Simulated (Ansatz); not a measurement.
**simple cubic against fcc along the alkaline-earth metals**

These are results of Ansatz 0.2.0, DFT, BLYP, plane waves (420 eV) with PAW, scalar-relativistic, not measurements. The PAW files were generated under PBE, with cores re-solved for the functional.

Each structure is relaxed within its symmetry, in the lowest magnetic state of the tried starts. Differences under about 8 meV lie within the error of the k-point mesh.

| element | E(simple cubic) − E(fcc) (meV/atom) | V(simple cubic) (Å³/atom) | V(fcc) (Å³/atom) | state of simple cubic | state of fcc |
| --- | --- | --- | --- | --- | --- |
| Be | 867 | 10.51 | 7.89 | spin not included | spin not included |
| Mg | 265 | 29.54 | 23.72 | spin not included | spin not included |
| Ca | 365 | 45.55 | 42.55 | spin not included | spin not included |
| Sr | 360 | 62.40 | 56.32 | spin not included | spin not included |
| Ba | 291 | 67.50 | 67.18 | spin not included | spin not included |
